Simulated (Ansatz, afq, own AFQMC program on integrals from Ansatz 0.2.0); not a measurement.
**B, quartet: AFQMC among the cluster methods**

A free B atom.

Basis aug-cc-pVTZ. Noble-gas cores (and the filled d shells of Ga–Kr and In–Xe) are frozen. Ansatz 0.2.0 and our own AFQMC program on the same integrals; the CISD trial comes from CCSD amplitudes, and released means the phaseless constraint is let go. ± is one standard error of the sampling.

Determinant: UHF, the one that the program's search chose, which needn't be the lowest solution.

Full CI on the same integrals is exact in this basis and with this determinant's frozen core.

Cautions: another spin lies lower (by 3.57 eV).

- T1 diagnostic: 0.0042
- weight of the determinant in the CISD state: 0.988
- ⟨S²⟩ of the determinant: 3.750
- size of the correlated space: 3 electrons in 45 orbitals

Reference: full CI, correlation energy -0.442 eV. The released energy is read at 1.62 1/Eh, later times being too noisy (meV from the phaseless value at times in 1/Eh: -0.01 ± 0.18 at 0.24, -0.36 ± 0.18 at 0.51, -0.1 ± 0.7 at 0.99, -1.2 ± 0.5 at 1.62, -8 ± 7 at 2.40).

| level | E − E(reference) (kJ/mol) | share of correlation (%) |
| --- | --- | --- |
| HF | 42.7 | 0.00 |
| MP2 | 12.9 | 69.70 |
| CCSD | 0.4 | 99.07 |
| CCSD(T) | 0.1 | 99.72 |
| ph-AFQMC/HF | 0.8 ± 0.4 | 98.19 |
| ph-AFQMC/CISD | 0.0 ± 0.03 | 99.90 |
| released AFQMC | -0.1 ± 0.05 | 100.17 |

A walk keeps the symmetry of its determinant, which the program's search chose and which needn't be the lowest solution, so a lower state of the same spin and another symmetry isn't excluded. Released energies are given only where the last usable release times agree within the noise; a slower fall can still hide under it.
